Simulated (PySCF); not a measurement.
AlF₂ + 2 H₂O → Al(OH)₂ + 2 HF

Level: PBE0 in the def2-TZVP basis family, all electrons, no relativity, computed in PySCF with density fitting; open shells unrestricted.

```json
{"species": "AlF₂", "state and structure": "doublet, C2v, Al–F 1.647 Å (×2); F–Al–F 119.6°", "E (Eh)": "-442.01849", "ZPE (kJ/mol)": "11.3", "H(298 K) − H(0) (kJ/mol)": "11.7", "S° (J/(mol K))": "265.5"}
{"species": "H₂O", "state and structure": "singlet, C2v, O–H 0.960 Å (×2); H–O–H 105.1°", "E (Eh)": "-76.37736", "ZPE (kJ/mol)": "56.5", "H(298 K) − H(0) (kJ/mol)": "9.9", "S° (J/(mol K))": "188.7"}
{"species": "Al(OH)₂", "state and structure": "doublet, Cs, Al–O 1.696 Å, Al–O 1.703 Å, O–H 0.957 Å (×2); Al–O–H 122.6°, Al–O–H 123.0°, O–Al–O 119.1°", "E (Eh)": "-393.95206", "ZPE (kJ/mol)": "69.4", "H(298 K) − H(0) (kJ/mol)": "14.6", "S° (J/(mol K))": "286.5"}
{"species": "HF", "state and structure": "singlet, C∞v, H–F 0.920 Å", "E (Eh)": "-100.39188", "ZPE (kJ/mol)": "24.9", "H(298 K) − H(0) (kJ/mol)": "8.7", "S° (J/(mol K))": "173.6"}
```

Question: What is the electronic reaction energy?

Answer: At PBE0/def2-TZVP, ΔE = 98.2 kJ/mol from the differences of the total energies times 2625.5, uphill. 

Question: Add zero-point, thermal and entropy terms for 298.15 K and 1 bar.

Answer: ΔZPE = -5.1 and Δ[H(298) − H(0)] = 0.5 kJ/mol give ΔH° = 93.6 kJ/mol. ΔS° = -9.2 J/(mol K), so ΔG° = 93.6 − 298.15 × (-0.0092) = 96 kJ/mol and log₁₀K = -16.9.

Each species is the lowest minimum found with this bonding; other isomers or fragments can lie lower.
